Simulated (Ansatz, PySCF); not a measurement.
Pair of molecules: H2O (SMILES O) (first 3 atoms) with H2O (SMILES O); geometry from S66by8 set.
(charge 0, multiplicity 1):
```xyz
6

O     -1.4238    -0.0444     0.0046
H     -1.7438     0.8584    -0.0168
H     -0.4641     0.0538    -0.0001
O      1.3461     0.0396    -0.0043
H      1.7228    -0.3988     0.7618
H      1.7184    -0.4366    -0.7497
```

Counterpoise-corrected where a basis set is named; no monomer relaxation. Rows marked so take none.

Rows in 6-31G* carry no dispersion term and start afresh at each structure (6-31G* with six Cartesian d functions).

Codes used: Ansatz (a quantum-chemistry and plane-wave program); PySCF for 6-31G* rows, the dispersion terms. Values without a source in brackets are computed.

Problem. One of these levels gives -5.01 kcal/mol for the interaction energy. Which one is it?
(A) HF/aug-cc-pVDZ
(B) PBE-D4/def2-TZVPPD
(C) PBE/def2-TZVPPD
(D) BP86/6-31G* (no counterpoise)

Solution. B, PBE-D4/def2-TZVPPD. The others give -2.80 (HF/aug-cc-pVDZ), -4.61 (PBE/def2-TZVPPD), -6.59 (BP86/6-31G* (no counterpoise))
